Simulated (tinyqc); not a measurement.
CCD on RHF in the sto-3g basis, frozen core, for H3O+, spin multiplicity 1, step by step. One step of it, computed by the program tinyqc.

Task: CCD: starting amplitudes. t_ij^ab = <ij||ab> / (e_i + e_j - e_a - e_b), whose energy is MP2.

orbital energies (hartree): MO1 -20.829730, MO2 -1.705592, MO3 -1.007908, MO4 -1.007877, MO5 -0.874287, MO6 0.014285, MO7 0.166470, MO8 0.166658

Two-electron integrals over orbitals (pq|rs), unique and non-zero (hartree); the lowest 1 orbital is frozen and left out:
```
(22|22) 0.728230    (32|22) 0.000039    (32|32) 0.133634    (33|22) 0.647208
(33|32) 0.031771    (33|33) 0.642851    (42|42) 0.133605    (43|42) -0.031827
(43|43) 0.040043    (44|22) 0.647145    (44|32) -0.031820   (44|33) 0.562750
(44|44) 0.642794    (52|22) -0.007633   (52|32) -1.07e-06   (52|33) 0.007735
(52|44) 0.007719    (52|52) 0.138154    (53|22) -0.000023   (53|32) 0.001514
(53|33) -0.007259   (53|44) 0.007211    (53|52) -0.000041   (53|53) 0.035833
(54|42) 0.001495    (54|43) 0.007236    (54|54) 0.035840    (55|22) 0.724295
(55|32) -0.000041   (55|33) 0.631859    (55|44) 0.631831    (55|52) 0.085601
(55|53) -0.000059   (55|55) 0.846902    (62|22) 0.142468    (62|32) -0.000083
(62|33) 0.095155    (62|44) 0.095122    (62|52) -0.026128   (62|53) -0.000025
(62|55) 0.133560    (62|62) 0.079180    (63|22) -0.000254   (63|32) -0.010902
(63|33) -0.025352   (63|44) 0.024971    (63|52) -0.000049   (63|53) 0.009173
(63|55) -0.000265   (63|62) -0.000148   (63|63) 0.053463    (64|42) -0.011008
(64|43) 0.025173    (64|54) 0.009216    (64|64) 0.053634    (65|22) -0.085952
(65|32) -0.000048   (65|33) -0.050783   (65|44) -0.050722   (65|52) 0.028649
(65|53) -0.000019   (65|55) -0.085007   (65|62) -0.052290   (65|63) 0.000105
(65|65) 0.042003    (66|22) 0.518426    (66|32) -0.000231   (66|33) 0.490371
(66|44) 0.490601    (66|52) -0.052160   (66|53) 0.000067    (66|55) 0.485864
(66|62) 0.059018    (66|63) 0.000093    (66|65) -0.037759   (66|66) 0.472721
(72|42) 0.053283    (72|43) 0.009382    (72|54) 0.017923    (72|64) 0.033731
(72|72) 0.053904    (73|42) 0.034393    (73|43) -0.004624   (73|54) -0.008143
(73|64) -0.026271   (73|72) -0.001781   (73|73) 0.032645    (74|22) 0.169436
(74|32) 0.034390    (74|33) 0.130766    (74|44) 0.121494    (74|52) 0.038754
(74|53) -0.008155   (74|55) 0.190317    (74|62) 0.078867    (74|63) -0.026344
(74|65) -0.043392   (74|66) 0.037920    (74|74) 0.152056    (75|42) 0.038216
(75|43) -0.013399   (75|54) 0.019458    (75|64) -0.018835   (75|72) 0.010500
(75|73) 0.015055    (75|75) 0.032792    (76|42) 0.089932    (76|43) -0.041517
(76|54) -0.019639   (76|64) -0.051107   (76|72) 0.002655    (76|73) 0.048194
(76|75) 0.032597    (76|76) 0.115364    (77|22) 0.565968    (77|32) -0.030550
(77|33) 0.503239    (77|44) 0.577391    (77|52) 0.004312    (77|53) 0.013060
(77|55) 0.557213    (77|62) 0.065160    (77|63) 0.041575    (77|65) -0.030276
(77|66) 0.473744    (77|74) 0.062787    (77|77) 0.561131    (82|22) -0.000259
(82|32) -0.053257   (82|33) 0.009281    (82|44) -0.009577   (82|52) 0.000009
(82|53) -0.017924   (82|55) -0.000244   (82|62) -0.000064   (82|63) -0.033738
(82|65) 0.000085    (82|66) -0.000098   (82|74) 0.001644    (82|77) -0.019132
(82|82) 0.053904    (83|22) -0.169371   (83|32) 0.034504    (83|33) -0.121440
(83|44) -0.130761   (83|52) -0.038743   (83|53) -0.008112   (83|55) -0.190295
(83|62) -0.078865   (83|63) -0.026084   (83|65) 0.043330    (83|66) -0.038178
(83|74) -0.088104   (83|77) -0.098860   (83|82) 0.001948    (83|83) 0.152134
(84|42) -0.034425   (84|43) 0.004602    (84|54) 0.008122    (84|64) 0.026203
(84|72) 0.001715    (84|73) -0.031211   (84|75) -0.015048   (84|76) -0.048155
(84|84) 0.032595    (85|22) 0.000051    (85|32) -0.038204   (85|33) -0.013334
(85|44) 0.013413    (85|52) -0.000071   (85|53) -0.019470   (85|55) 0.000043
(85|62) 0.000068    (85|63) 0.018769    (85|65) 1.54e-07    (85|66) 0.000135
(85|74) -0.015025   (85|77) 0.017361    (85|82) 0.010493    (85|83) -0.015116
(85|85) 0.032773    (86|22) -0.000022   (86|32) -0.089851   (86|33) -0.041361
(86|44) 0.041431    (86|52) 0.000057    (86|53) 0.019572    (86|55) 0.000056
(86|62) -8.52e-07   (86|63) 0.050823    (86|65) 0.000084    (86|66) 0.000313
(86|74) -0.048116   (86|77) 0.061056    (86|82) 0.002682    (86|83) -0.048275
(86|85) 0.032515    (86|86) 0.114986    (87|42) 0.030415    (87|43) -0.037028
(87|54) -0.013067   (87|64) -0.041697   (87|72) -0.019012   (87|73) 0.017948
(87|75) 0.017314    (87|76) 0.061023    (87|84) -0.017902   (87|87) 0.048924
(88|22) 0.566025    (88|32) 0.030815    (88|33) 0.577558    (88|44) 0.503134
(88|52) 0.004319    (88|53) -0.013133   (88|55) 0.557226    (88|62) 0.065203
(88|63) -0.041957   (88|65) -0.030354   (88|66) 0.473402    (88|74) 0.098961
(88|77) 0.462817    (88|82) 0.018892    (88|83) -0.062565   (88|85) -0.017424
(88|86) -0.061331   (88|88) 0.561516
```

Give: Starting amplitudes; correlation energy.

Result:

Starting amplitudes (spin orbitals 1a, 1b, ...; amplitudes related by a flip of all spins are not repeated; the 24 largest):
```
from      to        t
3a 3b  8a 8b  -0.0648
4a 4b  7a 7b  -0.0647
3a 4b  7b 8a  -0.0375
2a 4b  6a 7b  -0.0272
2a 3b  6a 8b   0.0272
4a 4b  6a 6b  -0.0262
3a 3b  6a 6b  -0.0262
3a 4a  7a 8a  -0.0242
5a 5b  6a 6b  -0.0236
2a 2b  6a 6b  -0.0230
4a 5b  6b 7a  -0.0210
3a 5b  6b 8a   0.0210
2a 5b  6a 6b   0.0200
5a 5b  7a 7b  -0.0158
5a 5b  8a 8b  -0.0157
2a 4a  6a 7a  -0.0156
2a 3a  6a 8a   0.0156
2a 2b  7a 7b  -0.0144
2a 2b  8a 8b  -0.0144
3a 3b  7a 7b  -0.0139
4a 4b  8a 8b  -0.0139
3a 4b  7a 8b   0.0133
3a 4b  6a 7b   0.0120
3a 4b  6b 7a  -0.0120
```

correlation energy = -0.063067 hartree
